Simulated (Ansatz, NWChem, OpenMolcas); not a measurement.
**Strength of the S–H bond: CH4S2 → CH3S2 + H**

Species: CH4S2 (methyl hydrodisulfide) `CSS`, singlet; CH3S2 (methyldithio radical) `CS[S]`, doublet; H atom, doublet. 

Shapes, held fixed at every level: PBE0-D4/def2-TZVP. Flexible molecules stand in one conformer, not always the lowest. Programs: Ansatz 0.2.0, NWChem 7.3.0, OpenMolcas 26.06. A level may come from different programs for different species; with the same settings they agree closely. The zero-point and thermal change to 298 K, harmonic and unscaled (PBE0-D4/def2-TZVP), is -18.1 kJ/mol.

```csv
level,kind,ΔH(298 K) (kJ/mol),less CCSD(T)/CBS estimate
r2SCAN-D4/def2-TZVPP,meta-GGA,+277.8,-22.2
B3LYP/6-31G* (spherical functions),global hybrid,+276.7,-23.3
B3LYP-D4/def2-TZVPP,global hybrid,+285.8,-14.2
BHLYP-D4/def2-TZVPP,global hybrid,+288.4,-11.6
PBE0-D4/def2-TZVPP,global hybrid,+281.7,-18.3
wB97M-V/def2-TZVPP,range-separated hybrid,+298.2,-1.8
CCSD/def2-TZVPP,coupled cluster or CI,+294.2,-5.8
CCSD(T)/CBS estimate,coupled cluster or CI,+300.0,0.0
```

The highest level, CCSD(T)/CBS estimate, gives ΔH(298 K) = +300.0 kJ/mol; the levels span +276.7 to +300.0. The column of differences is taken from that level and isn't an error. No measured value is set beside it here. Open shells run unrestricted. The CBS estimate extrapolates MP2 from def2-TZVPP and def2-QZVPP and adds CCSD(T) − MP2 in the triple-zeta set, cores frozen.
